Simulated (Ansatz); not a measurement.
Input for Ansatz (an electronic-structure program): U-wB97X-V/cc-pVTZ on ethylamine (SMILES CCN), a point of a bond scan (R = 2.201 Å).

Ansatz 0.2 input:
```yaml
crystal:
  periodic: [false, false, false]
  atoms:
    - {symbol: C, position_ang: [1.18612906, 0.44302756, 0.02367077]}
    - {symbol: C, position_ang: [0.04500471, -0.55351665, -0.10923757]}
    - {symbol: N, position_ang: [-1.24594693, 0.13053905, -0.00235327]}
    - {symbol: H, position_ang: [2.15252555, -0.05152541, -0.09038783]}
    - {symbol: H, position_ang: [1.10043350, 1.22491245, -0.73222663]}
    - {symbol: H, position_ang: [1.17238740, 0.92208442, 1.00657057]}
    - {symbol: H, position_ang: [0.30905061, -2.15830469, 1.37348063]}
    - {symbol: H, position_ang: [0.08743463, -1.02649974, -1.09379181]}
    - {symbol: H, position_ang: [-2.01243122, -0.52425249, -0.10366542]}
    - {symbol: H, position_ang: [-1.34255151, 0.56035274, 0.91125319]}
basis:
  gaussian:
    orbitals: cc-pVTZ
hamiltonian:
  xc: {name: wB97X-V}
magnetization: {spin_polarized: true, initial_magnetization: 0}
```

The log:

```
Functional definition: wB97X-V
[...]
integrals: 0.10 GiB planned
923 factors; their error is unknown
integrals: 0.13 GiB planned
252 factors; integrals over basis functions are off by at most 3.2e-5 eV
mean field: 1.21 GiB planned
mean field evaluation 1: about -3670.1820 eV, gradient 3.2e1 eV
mean field evaluation 2: about -3670.5510 eV, gradient 3.0e1 eV
mean field evaluation 4: about -3674.5964 eV, gradient 1.4e0 eV
mean field evaluation 8: about -3674.5964 eV, gradient 2.6e-1 eV
mean field evaluation 16: about -3674.5966 eV, gradient 4.8e-5 eV
mean field evaluation 32: about -3674.4851 eV, gradient 2.4e0 eV
mean field -3674.69709781 eV, -135.0426275455 hartree, gradient 2.6e-5 eV, S^2 0.389836; 4 other end points of the search recorded, 0 dependent functions left out
reference -3674.69709633 eV, -135.0426274910 hartree; 13, 13 occupied and 175, 175 virtual orbitals, 923 factors
Total energy: -3674.69709633 eV, -135.0426274910 hartree
```

The calculation finished and met its thresholds. Its determinant has ⟨S²⟩ = 0.39, a mixture of spin states.

Cost: roughly 40 core-seconds.
